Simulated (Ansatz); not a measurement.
Working through a ladder of methods at one geometry of C₄H₅F, SMILES C=CC(=C)F

Program: Ansatz 0.2.0, Python API.

Interactive session:
```pycon
>>> from pathlib import Path
>>> import ansatz as az
>>> import numpy as np
>>> geometry_ang = [
...     ("C", [-1.4216, -0.6977, -0.8919]),
...     ("C", [-0.6523, -0.3555, 0.1093]),
...     ("C", [0.5808, 0.3243, -0.0719]),
...     ("C", [1.5134, 0.6369, 0.9429]),
...     ("F", [0.9804, 0.6603, -1.3304]),
...     ("H", [-2.4109, -1.147, -0.725]),
...     ("H", [-1.1992, -0.3966, -1.9273]),
...     ("H", [-0.8986, -0.6106, 1.1148]),
...     ("H", [2.3776, 1.1533, 0.7822]),
...     ("H", [1.2134, 0.3815, 2.0002]),
... ]
>>> molecule = az.Crystal.molecule()
>>> for symbol, xyz in geometry_ang:
...     molecule = molecule.atom(symbol, xyz)
...
>>> setup = molecule.calculation().basis(gaussian="def2-SVP")
>>> print("functional    E (Ha)        dipole (D)   HOMO (eV)  LUMO (eV)")
functional    E (Ha)        dipole (D)   HOMO (eV)  LUMO (eV)
>>> for name in ["lc_wpbe", "pbe0", "revpbe", "lda"]:
...     data = setup.functional(name).forces().orbitals().run(runs_dir="runs").report
...     lines = Path(data["orbitals_path"]).read_text().splitlines()
...     field_of = lambda key: [line.split("=")[1].strip() for line in lines if line.startswith(key)]
...     orbitals = [(27.211386 * float(e), s, float(n)) for e, s, n in zip(field_of("Ene="), field_of("Spin="), field_of("Occup="))]
...     homo = max(e for e, _, n in orbitals if n > 0.5)
...     lumo = min(e for e, _, n in orbitals if n < 0.5)
...     dipole = 4.803205 * np.linalg.norm(data["charge_distribution"]["dipole_moment_e_ang"])
...     print(f"{name:10s} {data['free_energy_ev'] / 27.211386246:14.6f} {dipole:9.3f} {homo:11.3f} {lumo:10.3f}")
...
lc_wpbe       -254.855685     1.497      -9.233      0.992
pbe0          -254.737685     1.465      -6.703     -1.217
revpbe        -254.950472     1.265      -5.577     -2.009
lda           -252.931945     1.327      -5.816     -2.285
```

Reading the output:
- Total energies depend on the basis set; only differences at equal settings carry meaning.
- The geometry is a force-field or estimated start, not a minimum of this method, and the basis set is short of its limit. A lower total doesn't mark the better method: functionals have no common bound, and MP2 and coupled cluster aren't variational.
- Levels such as HOMO and LUMO are orbital energies: with these approximate functionals they aren't the ionisation energy and electron affinity, and their gap isn't the fundamental gap.
- Finished in 9.3 s on 1 thread of Intel(R) Xeon(R) Platinum 8488C (Sapphire Rapids) (shared host), peak memory 0.25 GiB.

(Lines on the test bed's own set-up are left out of the output.)
